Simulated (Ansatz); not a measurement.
Cost and result for the atomization energy of C2H5ClO2, SMILES `CC(O)(O)Cl` (10 atoms, 9 bonds).

Cartesian coordinates in Å:
```
C -1.0142 -0.2936 0.3935
C 0.3558 -0.1030 -0.2058
O 0.2602 0.8145 -1.2246
O 1.3245 0.2562 0.7239
Cl 0.9512 -1.6901 -0.8543
H -1.7150 -0.6324 -0.3674
H -0.9650 -1.0234 1.1991
H -1.3637 0.6646 0.7878
H 1.1427 0.9357 -1.5945
H 1.0235 1.0714 1.1423
```

The species carries charge 0 and has multiplicity 1. The geometry is a stationary point of PBE0-D4/def2-TZVP. It is one conformer, not always the lowest. Program: Ansatz. All runs use 4 threads of an Arm Neoverse V2 on a shared host. Times are those of one run each, without the atoms' runs, and a repeat can differ threefold. Electronic energies, without spin–orbit coupling; frozen cores. CCSD(T)/CBS adds CCSD(T) − MP2 in def2-TZVPP to the MP2 limit, and its time is that of the two runs behind it. T1 = 0.011. B3LYP takes the VWN-RPA correlation (the form of Gaussian; ORCA's B3LYP/G). HSE06 is the plane-wave form, built on full-range PBE exchange.

CCSD(T)/CBS is a level of theory with its own doubt, some kJ/mol a heavy atom from the limit and from the frozen cores, so smaller differences don't rank the functionals.

```csv
level,functions,wall time,atomization (kcal/mol),difference from CCSD(T)/CBS,per bond
revPBE-D4/def2-TZVPP,236,1.6 s,901.7,-2.0,-0.2
BLYP-D4/def2-TZVPP,236,1.8 s,900.1,-3.6,-0.4
HSE06-D4/def2-TZVPP,236,2.4 s,906.0,2.3,0.2
B3LYP-D4/def2-TZVPP (with forces),236,3.5 s,897.0,-6.7,-0.8
CCSD(T)/def2-SVP,99,3.9 s,852.7,-51.0,-5.7
r2SCANh-D4/def2-TZVPP,236,3.9 s,898.0,-5.7,-0.6
PBE-QIDH/def2-TZVPP,236,4.1 s,896.1,-7.6,-0.9
B2PLYP/def2-TZVPP,236,4.2 s,889.7,-14.0,-1.6
ωB97X-V/def2-TZVPP,236,6 s,903.3,-0.4,-0.1
ωB97M-V/def2-TZVPP (with forces),236,8.5 s,906.1,2.4,0.3
MP2/def2-QZVPP,448,17 s,916.4,12.7,1.4
CCSD(T)/def2-TZVPP,236,2.1 min,877.8,-25.9,-2.9
CCSD(T)/CBS(def2),–,2.3 min,903.7,0.0,0.0
```

The D4 term adds +7.4 kcal/mol with B3LYP and +3.8 kcal/mol with PBE0; it sums over pairs of atoms, weighted by their polarisabilities, and B3LYP, whose exchange is more repulsive, gets the larger term. In def2-TZVPP, CCSD(T) changes the Hartree–Fock value by +253.4 kcal/mol (the triples alone add +16.6 kcal/mol) and MP2 by +276.7 kcal/mol; breaking electron pairs costs correlation energy, which Hartree–Fock lacks. From BLYP to BHLYP (50 % exact exchange), in def2-TZVPP and without D4, the atomization energy moves by −33.6 kcal/mol: exact exchange takes away binding that semilocal exchange gives to molecules.
